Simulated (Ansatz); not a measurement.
# SiAsH3 (H-bridged), triplet: reading a ladder of total energies

Geometry: that of the SiAsH3 (H-bridged), singlet, kept fixed. The singlet lies 1.3 eV lower here.

```
atom    x (Å)    y (Å)    z (Å)
  Si  -0.0418   0.0000   1.5269
  As  -0.0034   0.0000  -0.6438
   H   1.2924   0.0000   0.4670
   H   0.0615   1.1927   2.4197
   H   0.0615  -1.1927   2.4197
```

Basis cc-pVTZ; Ansatz 0.2.0. Correlated methods freeze the noble-gas cores and the filled d shells of p-block atoms, which leaves 12 electrons in 100 orbitals. Prefix R: restricted or restricted open-shell reference; prefix U: unrestricted. No spin–orbit coupling is included, and no scalar relativity.

Full CI isn't at hand for all of this; UCCSDT(Q) serves as the reference, and is uncertain by about the last step of the cluster series.

Runs differ by some tens of microhartree through their thresholds and, for an open shell, their frozen cores, so steps under 0.03 kcal/mol mean nothing.

| level | total energy (hartree) |
| --- | --- |
| UHF | -2524.828788 |
| UMP2 | -2525.065767 |
| UCCSD | -2525.104589 |
| UCCSD(T) | -2525.117005 |
| UCCSDT | -2525.118652 |
| UCCSDT(Q) | -2525.119346 |

Q: What is the correlation energy at UCCSDT(Q), and what share of it do UMP2 and UCCSD(T) recover?

A: E(corr) = -2525.119346 − (-2524.828788) = -0.290558 hartree = -7.906 eV. UMP2: -0.236979 / -0.290558 = 81.56 %. UCCSD(T): -0.288217 / -0.290558 = 99.19 %.

Q: By how many kcal/mol does UCCSD(T) miss UCCSDT(Q) (1 hartree = 627.509 kcal/mol), and which steps make up the rest?

A: -2525.117005 − (-2525.119346) = 0.002341 hartree = 1.47 kcal/mol. Steps: UCCSDT − UCCSD(T) = -1.03, UCCSDT(Q) − UCCSDT = -0.44 kcal/mol. Differences between like states or geometries often cancel part of this.
